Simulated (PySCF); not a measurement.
Bond length, frequency and bond energy of S₂⁺ by level of theory

State: ²Πg (doublet), unpaired electrons π ↑. Set-up: basis S 3-21G; no relativity; PySCF 2.14. De refers to S⁺ + S in their high-spin ground configurations, without counterpoise correction. The functionals are run spin-unrestricted. Levels whose curve was spin-contaminated or gave no clean fit are not listed.

| Level | Re (Å) | ωe (cm⁻¹) | De (eV) | CPU s a point (SCF and correlation, without the integrals) |
| --- | --- | --- | --- | --- |
| UHF | 1.920 | 733 | -1.29 | 0.023 |
| UHF-CCSD | 2.049 | 526 | 1.95 | n/a |
| UHF-CCSD(T) | 2.071 | 492 | 2.12 | 0.19 |
| PBE | 2.008 | 595 | 3.88 | 0.27 |
| revPBE | 2.014 | 588 | 3.61 | 0.34 |
| BP86 | 2.013 | 589 | 3.95 | 0.39 |
| r²SCAN | 1.990 | 617 | 3.26 | 0.36 |
| M06-L | 1.981 | 640 | 3.31 | 0.37 |
| PBE0 | 1.969 | 649 | 2.89 | 0.36 |

Question: Which functional lies closest to UHF-CCSD(T) in De, which farthest, and by how much do they differ from it?

Answer: Closest is PBE0 (-10.2 pm in Re, +31.9 % in ωe, +0.77 eV in De against UHF-CCSD(T) in the same basis), farthest BP86 (-5.8 pm in Re, +19.7 % in ωe, +1.83 eV in De). CCSD(T) converges more slowly with the basis than the functionals do and binds too weakly in this one, so the order can change at the basis-set limit.

Question: What does a quarter of exact exchange do here, going from PBE to PBE0?

Answer: PBE0 less PBE: -3.9 pm in Re, +9.1 % in ωe, -0.99 eV in De. Exact exchange removes part of the self-interaction that spreads semilocal densities, and in most molecules shortens and stiffens the bond and lowers De; so it does here.

Question: What does the step from GGA to meta-GGA do here, going from PBE to r²SCAN?

Answer: r²SCAN less PBE: -1.8 pm in Re, +3.7 % in ωe, -0.62 eV in De. 

Correlated steps freeze 10 core orbitals. Counting both spins, an empty level lies below a filled one in some of these solutions, because spin and occupation are held. 3-21G is very small, so such numbers show the basis as much as the molecule. A negative De means that the minimum lies above the separated atoms at that level. The state was picked by a PBE0 search and need not be the measured ground state.

The whole job (state search and all levels along the bond) took about 0.69 min on 1 thread of Arm Neoverse V2 (shared host), peak memory 0.35 GiB.
